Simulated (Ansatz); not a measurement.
Results of LDA (plane waves, PAW; Ansatz, a first-principles code) for CdAs₂ (I4₁22, No. 98; cell taken from a computed entry).

Numerical settings: plane-wave cutoff 520 eV, 8×8×8 k mesh, Fermi–Dirac smearing 0.01 eV, scalar-relativistic PAW data made under PBE.

Cell (relaxed with PBEsol):

```
CdAs2
1.0
   -3.97588     3.97588     2.33227
    3.97588    -3.97588     2.33227
    3.97588     3.97588    -2.33227
Cd As
2 4
Cartesian
  0.00000   3.97588   1.16613
  0.00000   0.00000   0.00000
  3.50958   1.98794   0.58307
  1.98794   3.50958  -0.58307
  0.46630   1.98794   2.91534
  1.98794   0.46630   1.74920
```

Question: Predict the band gap, smallest direct gap on the k points sampled and direct gap at Γ.

Answer: 
band gap: 0.18 eV
smallest direct gap on the k points sampled: 0.77 eV
direct gap at Γ: 1.08 eV

Note: cell and atoms aren't relaxed at this level (pressure -1.9 GPa); this cell isn't known to be the ambient phase, and symmetry holds it in the calculation.

Spin–orbit coupling is not included.

Computed values are for the static lattice.
